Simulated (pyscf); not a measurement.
Elementary routes open to `[SiH3][SiH3]` + `[FH]` in the gas phase (singlet surface):
A. `[F][SiH3]` + `[SiH4]` (Si–Si, F–H broken; F–Si, H–Si formed)
B. `[F][SiH2][SiH3]` + `[H][H]` (H–Si, F–H broken; F–Si, H–H formed)

Single points on ωB97X-D3(BJ)/def2-SVP structures (PySCF, gas phase).

Rank the routes by free-energy barrier at 600 K, lowest first, for ωB97M-D3(BJ)/def2-TZVP energies (ideal gas, 1 atm, RRHO with modes under 100 cm⁻¹ raised to 100, one conformer, R ln 2 for chiral ones without a mode under 150 cm⁻¹).

B (47.8 kcal/mol), A (51.2 kcal/mol)

Route B is the fastest of these, ahead of the next by 3.3 kcal/mol. The most stable products are those of A (ΔG = -31.5 kcal/mol), whose barrier is 3.3 kcal/mol higher: the kinetic and the thermodynamic product differ. At 1200 K B is still the fastest. Only these routes are compared; each barrier is that of the saddle found, and lower ones may exist.
